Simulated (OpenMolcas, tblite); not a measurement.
## SiH2F2 (SMILES F[SiH2]F): the dipole moment, rung by rung

The species is SiH2F2 (5 atoms), meant as a singlet with charge 0. As SMILES, `F[SiH2]F`. The coordinates come from a PBE0-D4/def2-TZVP relaxation.

Each level gives the dipole moment (D). The values are calculated.

| level | kind | program | value (D) | CPU time |
| --- | --- | --- | --- | --- |
| IPEA1-xTB | semi-empirical | tblite | 1.22 | under 2 s |
| HF/aug-cc-pVDZ | Hartree–Fock | OpenMolcas | 1.78 | 8.7 s |
| SVWN5/aug-cc-pVDZ | LDA | OpenMolcas | 1.53 | 20 s |
| PBE/aug-cc-pVDZ | GGA | OpenMolcas | 1.46 | 25 s |
| TPSS/aug-cc-pVDZ | meta-GGA | OpenMolcas | 1.45 | 42 s |
| B3LYP/aug-cc-pVDZ | global hybrid | OpenMolcas | 1.58 | 26 s |
| PBE0/aug-cc-pVDZ | global hybrid | OpenMolcas | 1.58 | 26 s |

The values span 1.22 to 1.78 D. Times are those of the runs behind each value, whatever else they computed, on shared processors of several kinds: orders of magnitude only.
